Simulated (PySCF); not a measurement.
SiHF: from structure and modes to constants

Method: PBE0 in PySCF with Si def2-TZVP, H def2-TZVP, F def2-TZVP; no relativity; density-fitted integrals.

The singlet minimum has Cs symmetry. Masses (u): Si 27.97693, H 1.00782, F 18.99840.

```xyz
3
charge 0 multiplicity 1, angstrom
Si   -0.4426    0.0000   -0.4559
H    -1.6102    0.0000    0.5495
F     0.7374    0.0000    0.6427
```

Harmonic wavenumbers (cm⁻¹): 850.1 (a', ×1), 868.1 (a', ×1), 1969.2 (a', ×1).

Task: Find the principal moments of inertia and the rotational constants. What kind of rotor is it?

Result: About the centre of mass I = 2.2587, 30.136, 32.395 u Å². With B = 16.8576/I this gives 7.464, 0.5594, 0.5204 cm⁻¹. The molecule is an asymmetric top with κ = -0.99.

Task: What is the harmonic zero-point energy?

Result: Half the sum of all 3 wavenumbers, 3687/2 = 1844 cm⁻¹, which is 22.1 kJ/mol (1 cm⁻¹ = 0.0119627 kJ/mol).

Only a few start shapes were tried, so a lower isomer may exist.
